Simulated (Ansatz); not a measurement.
# AlSiH₂ (quartet): the correlation ladder, def2-TZVPP

The task here is to estimate one member of a computed series from the others.

Program: Ansatz 0.2.0, Gaussian basis. Level of theory: def2-TZVPP, core rule «outside noble gas», up to 10 orbitals frozen. These are calculated values, not measurements.

To be run: UHF; ROHF; CCSD(T) on UHF.

**What is computed**

The geometry is a PBE0/def2-TZVP stationary point (not a proven minimum).

4 atoms, charge 0, spin multiplicity 4.

Atoms are counted from 1 here; the program's logs count them from 0.

Bond lengths: Si1–Al2 2.337 Å, Si1–H3 1.490 Å, Si1–H4 1.490 Å. Angles: Al2–Si1–H3 125.4°, Al2–Si1–H4 125.4°, H3–Si1–H4 109.2°.

Set-up of the first run:

in.yaml

```yaml
crystal:
  periodic: [false, false, false]
  atoms:
    - {symbol: Si, position_ang: [0.000000, 0.000000, 1.074378]}
    - {symbol: Al, position_ang: [0.000000, 0.000000, -1.263082]}
    - {symbol: H, position_ang: [0.000000, 1.214383, 1.937350]}
    - {symbol: H, position_ang: [0.000000, -1.214383, 1.937350]}
basis:
  gaussian: {orbitals: def2-TZVPP}
magnetization: {spin_polarized: true, initial_magnetization: 3}
hamiltonian: {xc: hf}
output: {orbitals: {seedname: orbitals}}
```

Command:

```bash
$ ansatz run in.yaml --threads 1 --pin off --events-out ev --progress --plain --max-ram 4096MiB --backend cpu
```

Among the steps run: UHF; ROHF; CCSD(T) on UHF.

One table of the session follows, with a row left open; its other results are not shown here.

It belongs to the step «Misses and costs». 

| method | from UCCSD(T) (meV) |
| --- | --- |
| ROHF | +5071.4 |
| UHF | ? |
| UMP2 | +1084.8 |
| UCCSD | +204.8 |
| UCCSD(T) | 0 |

**Question.** Estimate the row for UHF.

The run gave: from UCCSD(T) (meV): +4970.0. In the column «from UCCSD(T) (meV)» it lies between UMP2 (+1084.8) and ROHF (+5071.4).

With the free atoms at the same levels and basis (separate runs), the atomisation energy is 7.062 eV at UCCSD(T), 5.718 eV at ROHF.
